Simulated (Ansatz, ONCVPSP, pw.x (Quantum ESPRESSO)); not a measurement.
# What a changed setting does to a pw.x run (bcc W)

Potential: optimised norm-conserving Vanderbilt (ONCV), ONCVPSP 4.0.1.1 (patched build), PBEsol; core [Xe] 4f14, reference 5d4 6s1.5 6p0.5; waves: 6s: rc 2.65 bohr, ncon 5, nbas 8, qcut 2 1/bohr, 2 projectors, debl 3.5 Ha; 6p: rc 2.85 bohr, ncon 5, nbas 9, qcut 2.3 1/bohr, 2 projectors, debl 2.1 Ha; 5d: rc 1.70 bohr, ncon 4, nbas 8, qcut 5.5 1/bohr, 1 projector; local part: polynomial inside 1.65 bohr (lpopt 5, dvloc0 4 Ha); core correction: none.

The reference run (k-mesh 15³, cutoffs 55/220 Ry, Fermi–Dirac 0.01 Ry, mixing_beta 0.4, conv_thr 1e-9, no spin) gives -3.30 GPa at 15.687 Å³/atom, where all-electron LAPW gives 0.22 GPa. This run, with its own iteration cap, changes ecutrho/ecutwfc to 1, a wrong or extreme entry chosen on purpose.

```
&control
  calculation='scf', prefix='x', pseudo_dir='./', outdir='./tmp', tstress=.true., disk_io='none'
/
&system
  ibrav=0, nat=1, ntyp=1, ecutwfc=55, ecutrho=55, nbnd=10,
  occupations='smearing', smearing='fd', degauss=0.01
/
&electrons
  conv_thr=1e-09, mixing_beta=0.4, electron_maxstep=70
/
ATOMIC_SPECIES
W 1.0 W.UPF
CELL_PARAMETERS angstrom
  -1.57698163 1.57698163 1.57698163
  1.57698163 -1.57698163 1.57698163
  1.57698163 1.57698163 -1.57698163
ATOMIC_POSITIONS crystal
W 0.0000 0.0000 0.0000
K_POINTS automatic
15 15 15 0 0 0
```

```bash
pw.x < W.scf.in > W.scf.out
```

Task: How does the run end?

Result: It stops with "set_cutoff: ecutrho <= ecutwfc?!?".

```
Error in routine set_cutoff (1):
     ecutrho <= ecutwfc?!?
```
